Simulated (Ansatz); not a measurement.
A made-up structure of CH5AlN (charge +1), singlet:

C1  (-0.721, 1.030, -0.805)
N2  (-0.380, 0.370, 0.414)
Al3  (0.998, -1.312, 0.565)
H4  (-1.500, 1.967, -0.829)
H5  (-0.223, 0.649, -1.851)
H6  (-0.891, 0.789, 1.345)
H7  (1.159, -1.846, 2.218)
H8  (1.558, -1.647, -1.057)
(Å)

It is relaxed with PBE-D4/def2-SVP and then PBE0-D4/def2-TZVP (Ansatz 0.2.0). Atoms count as bonded within 1.22 times the sum of their covalent radii (H–H: 0.88 Å). The end point is not checked to be a true minimum.

Problem. Does its bonding change? (A judgement: the text doesn't fix the answer.)

Solution. The calculation gives: No: no bond forms or breaks.

Where it ends: The first stage lowers the energy by 1.53 eV in 5 steps. It ends as CH₅AlN ([CH2][NH][AlH2]), total charge +1:
C1  (-0.644, 0.919, -0.719)
N2  (-0.340, 0.330, 0.369)
Al3  (0.891, -1.171, 0.505)
H4  (-1.339, 1.756, -0.741)
H5  (-0.199, 0.580, -1.652)
H6  (-0.796, 0.705, 1.201)
H7  (1.034, -1.648, 1.981)
H8  (1.391, -1.471, -0.944)
(Å)

Labels in which every atom is bracketed show which atoms are joined, not bond orders.

For scale, one of the runs: PBE0-D4/def2-TZVP relaxation, 129 basis functions, launched by `ansatz run in.yaml --threads 2 --pin off --events-out ev --progress --plain --max-ram 4352MiB`. The run took about 20 s on 2 CPU threads of an Arm Neoverse V1 (shared host).
